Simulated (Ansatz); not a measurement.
# [OH···H···H], doublet: transfer scan

Starting geometry:

```json
{"atom": "O", "x (Å)": "-0.1530", "y (Å)": "-0.0491", "z (Å)": "0.0000"}
{"atom": "H", "x (Å)": "-0.4023", "y (Å)": "0.8775", "z (Å)": "0.0000"}
{"atom": "H", "x (Å)": "0.8065", "y (Å)": "-0.0491", "z (Å)": "0.0000"}
{"atom": "H", "x (Å)": "2.0240", "y (Å)": "-0.0491", "z (Å)": "0.0000"}
```

From there H3 is moved from one fragment to the other while all else, the fragments' distance too, stays fixed; atoms are numbered as listed. Energies are in kJ/mol, counted from the starting geometry at the same level.

Basis cc-pVTZ; Ansatz 0.2.0. Only valence electrons are correlated (noble-gas cores frozen). Prefix R: restricted or restricted open-shell reference; prefix U: unrestricted. Active spaces: valence = (9e, 7o) chosen from the atoms' valence shells.

Runs in a small pair space aren't shown, since their orbitals change along the scan.

Full CI isn't at hand for all of this; UCCSDT(Q) serves as the reference, and is uncertain by about the last step of the cluster series. The frozen core follows each run's orbitals, which can shift R against U totals by a few meV.

```csv
distance O1-H3 (Å),UCCSDT(Q),error RHF,error RCCSD,error UCCSD,error UCCSD(T),error RCCSDT(Q),error MRCISD+Q (valence space)
0.960,0.0,0.0,0.0,0.0,0.0,0.0,0.0
1.027,7.4,13.4,1.4,1.2,0.2,0.0,0.5
1.162,41.9,48.4,4.0,2.4,0.8,0.0,0.9
1.297,59.4,32.1,0.8,0.1,1.0,0.1,1.3
1.432,59.4,-11.1,-3.1,-3.4,0.6,0.1,0.9
```

Errors are those of relative energies. In total energy the starting point itself misses UCCSDT(Q) by: RHF 745.4, RCCSD 23.0, UCCSD 22.9, UCCSD(T) 1.4, RCCSDT(Q) 0.0, MRCISD+Q (valence space) 6.6 kJ/mol.

Spread of the error over the points with a reference, to 1.432 Å (largest less smallest): RCCSDT(Q) 0.1, UCCSD(T) 1.0, MRCISD+Q (valence space) 1.3, UCCSD 5.8, RCCSD 7.1, RHF 59.5 kJ/mol.
